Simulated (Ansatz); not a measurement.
# C2NF3 (singlet): wave-function methods side by side, cc-pVDZ

One table from this session's results is given with a row withheld; the runs are named, their logs left out.

Method: cc-pVDZ, core rule «outside noble gas», up to 6 orbitals frozen; program: Ansatz 0.2.0, Gaussian basis.

Plan: UHF; CCSD(T) on RHF; BCCD(T) on RHF; CISD; CCSDT(Q) on RHF; CASSCF and MRCISD+Q, 8 electrons in 8 orbitals; CASSCF and NEVPT2, 8 electrons in 8 orbitals.

19 further runs of the same task are left out: 2 that didn't finish, 17 set aside as unsound or not needed.

### The geometry

The geometry is an MP2(full)/6-31G* stationary point (not a proven minimum).

6 atoms, charge 0, spin multiplicity 1.

Atoms are counted from 1 here; the program's logs count them from 0.

Bond lengths: C1–C2 1.477 Å, C1–F3 1.339 Å, C1–F4 1.339 Å, C1–F5 1.339 Å, C2–N6 1.179 Å. Angles: C2–C1–F3 110.1°, C2–C1–F4 110.1°, C2–C1–F5 110.1°, F3–C1–F4 108.8°, F3–C1–F5 108.8°, F4–C1–F5 108.8°, C1–C2–N6 180.0°.

As a file:

```
C     0.00000    0.00000   -0.30179
C     0.00000    0.00000    1.17539
F     0.00000    1.25758   -0.76267
F     1.08910   -0.62879   -0.76267
F    -1.08910   -0.62879   -0.76267
N     0.00000    0.00000    2.35430
```

The first run:

File in.yaml:

```yaml
crystal:
  periodic: [false, false, false]
  atoms:
    - {symbol: C, position_ang: [0.000000, 0.000000, -0.301793]}
    - {symbol: C, position_ang: [0.000000, 0.000000, 1.175387]}
    - {symbol: F, position_ang: [0.000000, 1.257579, -0.762668]}
    - {symbol: F, position_ang: [1.089096, -0.628790, -0.762668]}
    - {symbol: F, position_ang: [-1.089096, -0.628790, -0.762668]}
    - {symbol: N, position_ang: [0.000000, 0.000000, 2.354298]}
basis:
  gaussian: {orbitals: cc-pVDZ}
magnetization: {spin_polarized: true, initial_magnetization: 0}
hamiltonian: {xc: hf}
output: {orbitals: {seedname: orbitals}}
```

Run with:

```sh
$ ansatz run in.yaml --threads 1 --pin off --events-out ev --progress --plain --max-ram 2624MiB --backend cpu
```

Steps of the session up to this table: UHF; CCSD(T) on RHF; BCCD(T) on RHF; CISD; CCSDT(Q) on RHF; CASSCF and MRCISD+Q, 8 electrons in 8 orbitals; CASSCF and NEVPT2, 8 electrons in 8 orbitals.

One of the session's tables, all rows but one given; the rest of the session is left out.

It belongs to the step «Misses and costs». 

| method | from RCCSDT(Q) (meV) |
| --- | --- |
| RHF | +27480.2 |
| RMP2 | +1108.6 |
| CISD | +5242.0 |
| RCCSD | +872.7 |
| RCCSD(T) | +103.3 |
| BCCD(T) | ? |
| RCCSDT | +88.3 |
| RCCSDT(Q) | 0 |
| CASSCF frontier | +23312.4 |
| NEVPT2 frontier | +1583.5 |
| MRCISD frontier | +3612.8 |
| MRCISD+Q frontier | +774.3 |

**Question.** Estimate the row for BCCD(T).

**Answer.** from RCCSDT(Q) (meV): +89.2. In the column «from RCCSDT(Q) (meV)» it lies between RCCSDT (+88.3) and RCCSD(T) (+103.3).

With the free atoms at the same levels and basis (separate runs), the atomisation energy is 25.099 eV at RCCSDT(Q), 25.033 eV at RCCSD(T), 16.488 eV at RHF.
